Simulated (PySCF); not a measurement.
## Aluminium: a sound run and one with changed settings

Sound run: Al [Ne] 3s2 3p1, Al⁺ [Ne] 3s2. Calculation: PySCF 2.14, in pcseg-2; the non-relativistic Hamiltonian (point nucleus). In the sound run the correlated levels freeze [Ne]. The sound run starts from symmetry-adapted Hartree-Fock orbitals and uses a fine grid where one is needed.

Changed run: initial guess atom, at most 50 SCF cycles.

```csv
species,method,sound run (hartree),changed run (hartree),converged
Al,UHF,-241.86934,-241.86934,yes
Al,B3LYP,-242.39251,-242.39251,yes
Al,CCSD(T),-241.91470,-241.91470,yes
Al⁺,MN15,-242.06606,-242.06606,yes
Al⁺,MP2,-241.69218,-241.69218,yes
```

Here the plain start reaches the same solutions.
